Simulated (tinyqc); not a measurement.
Inside a calculation. Method: CIS on RHF in the sto-3g basis, frozen core, for LiH, spin multiplicity 1. One step of it, computed by the program tinyqc.

Problem. CIS matrix, triplets. A(ia,jb) = (e_a - e_i) d_ij d_ab - (ij|ab).

orbital energies (hartree): MO1 -2.349265, MO2 -0.283474, MO3 0.078024, MO4 0.163946, MO5 0.163946, MO6 0.541804

Two-electron integrals over orbitals (pq|rs), unique and non-zero (hartree); the lowest 1 orbital is frozen and left out:
```
p,q,r,s,(pq|rs)
2,2,2,2,0.485856
3,2,2,2,-0.048938
3,2,3,2,0.013279
3,3,2,2,0.223018
3,3,3,2,0.007761
3,3,3,3,0.337654
4,2,4,2,0.023308
4,3,4,2,0.019296
4,3,4,3,0.041273
4,4,2,2,0.269138
4,4,3,2,0.006000
4,4,3,3,0.281938
4,4,4,4,0.312946
5,2,5,2,0.023308
5,3,5,2,0.019296
5,3,5,3,0.041273
5,4,5,4,0.016869
5,5,2,2,0.269138
5,5,3,2,0.006000
5,5,3,3,0.281938
5,5,4,4,0.279207
5,5,5,5,0.312946
6,2,2,2,0.125732
6,2,3,2,-0.034856
6,2,3,3,-0.012953
6,2,4,4,-0.017350
6,2,5,5,-0.017350
6,2,6,2,0.124159
6,3,2,2,-0.051482
6,3,3,2,0.009627
6,3,3,3,0.035972
6,3,4,4,0.002423
6,3,5,5,0.002423
6,3,6,2,-0.032104
6,3,6,3,0.026502
6,4,4,2,-0.019570
6,4,4,3,-0.013682
6,4,6,4,0.019755
6,5,5,2,-0.019570
6,5,5,3,-0.013682
6,5,6,5,0.019755
6,6,2,2,0.452991
6,6,3,2,-0.043602
6,6,3,3,0.241298
6,6,4,4,0.267844
6,6,5,5,0.267844
6,6,6,2,0.132839
6,6,6,3,-0.044179
6,6,6,6,0.453023
```

Give: CIS matrix A, triplet.

Solution.

CIS matrix A, triplet (hartree), lower triangle:
```
,2>3,2>4,2>5,2>6
2>3,0.138
2>4,0.000,0.178
2>5,0.000,0.000,0.178
2>6,0.051,0.000,0.000,0.372
```
